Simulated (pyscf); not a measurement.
Cl–SnH(Cl)–Cl + H₂O -> HCl + HO–SnH(Cl)–Cl (four-centre exchange; singlet surface; Cl–Sn, H–O broken, Cl–H, O–Sn formed). Structures and frequencies: ωB97X-D3(BJ)/def2-SVP in PySCF. Energies in kJ/mol from the separated reactants.

```tsv
level	barrier	reaction energy
ωB97X-D3(BJ)/def2-TZVP	___	+66.2
r²SCAN/def2-TZVP	46.4	+55.5
PBE0-D3(BJ)/def2-TZVP	___	___
M06-2X/def2-TZVP	51.8	+56.7
ωB97M-D3(BJ)/def2-TZVP	62.0	+56.4
HF/def2-TZVP	122.4	+63.3
```

### Question
Complete the blanks.

### Answer

- ωB97X-D3(BJ)/def2-TZVP, barrier: 61.1
- PBE0-D3(BJ)/def2-TZVP, barrier: 54.1
- PBE0-D3(BJ)/def2-TZVP, reaction energy: +61.9

On the reactant side the descent ends in an adduct with a O–Sn contact (not fully relaxed), 26.3 kJ/mol under the separated species and 87.5 kJ/mol under the saddle at ωB97X-D3(BJ)/def2-TZVP. On the product side the descent ends in a complex, 27.1 kJ/mol under the separated species and 22.0 kJ/mol under the saddle at ωB97X-D3(BJ)/def2-TZVP. At ωB97X-D3(BJ)/def2-TZVP, r²SCAN, PBE0-D3(BJ), M06-2X the saddle lies under the separated products, which points to a path from their complex (located at ωB97X-D3(BJ) alone), and parting the products costs more than the saddle. What is counted as formed (O–Sn) is already present as a longer contact in the reactant adduct; forming that adduct is a step of its own. This is the saddle that the search found; another between the same sides may lie lower. Elements past Kr carry the def2 core potentials, without spin-orbit coupling.
